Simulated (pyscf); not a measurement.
Optimised with ωB97X-D3(BJ)/def2-SVP in PySCF.

SMILES: [NH2][HfH]([NH2])[NH2]
```xyz
11

N      2.0208    -0.5069    -0.1366
Hf     0.4524     0.5719     0.5875
N     -0.7419    -0.5704     1.7774
N     -0.6123     1.4388    -0.9171
H      2.2298    -1.4956    -0.0152
H      2.7695    -0.0955    -0.6945
H      1.1581     1.9507     1.6504
H     -1.7340    -0.7776     1.6839
H     -0.4051    -1.0303     2.6238
H     -0.4812     1.3629    -1.9236
H     -1.3958     2.0710    -0.7511
```
Charge 0, spin multiplicity 1.

### Question
How much does it cost (ΔH, 298 K, ωB97M-D3(BJ)/def2-TZVP) to split H₂N–HfH(NH₂)–NH₂ at its H–Hf bond into [H₂N–Hf(NH₂)–NH₂]• + H•?

### Answer
H–Hf to [H₂N–Hf(NH₂)–NH₂]• + H•: 80.0 kcal/mol. The 7 functionals that were run give +73.4 (PBE) to +82.6 kcal/mol (ωB97X-D3(BJ)/def2-TZVP). The radicals are drawn with the spin at the cut bond; how far it spreads was not checked. Other isomers of [H₂N–Hf(NH₂)–NH₂]• were not searched in full and may lie lower. Open-shell species with a d-block atom are single-reference here; other states, and whether the spin sits on metal or ligand, were not checked. Elements past Kr carry the def2 core potentials, without spin-orbit coupling.
